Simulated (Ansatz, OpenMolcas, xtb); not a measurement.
# PN (phosphorus nitride): methods side by side

The species is PN (2 atoms), meant as a singlet with charge 0. SMILES: `N#P`. Geometry: the measured bond length.

```xyz
2

N     0.0000    0.0000    0.0000
P     0.0000    0.0000    1.4909
```

Quantity: the HOMO–LUMO gap, in eV. The values are calculated.

```
              level                    kind     program  value (eV)   CPU time
           GFN1-xTB          semi-empirical         xtb        3.46  under 2 s
     HF/aug-cc-pVTZ            Hartree–Fock  OpenMolcas       12.84      6.8 s
  SVWN5/aug-cc-pVTZ                     LDA  OpenMolcas        4.34       13 s
 PBEsol/aug-cc-pVTZ                     GGA      Ansatz        4.38      1.3 s
 r2SCAN/aug-cc-pVTZ                meta-GGA  OpenMolcas        4.89       24 s
  B3LYP/aug-cc-pVTZ           global hybrid      Ansatz        6.40      2.7 s
  BHLYP/aug-cc-pVTZ           global hybrid      Ansatz        9.06      2.9 s
wB97M-V/aug-cc-pVTZ  range-separated hybrid      Ansatz       11.35       14 s
 B2PLYP/aug-cc-pVTZ           double hybrid  OpenMolcas        9.28       12 s
```

The values span 3.46 to 12.84 eV. Orbital gaps aren't excitation energies, and those of double hybrids come from the SCF part alone; they tend to grow with the share of exact exchange. Times are those of the runs behind each value, whatever else they computed, on shared processors of several kinds: orders of magnitude only.
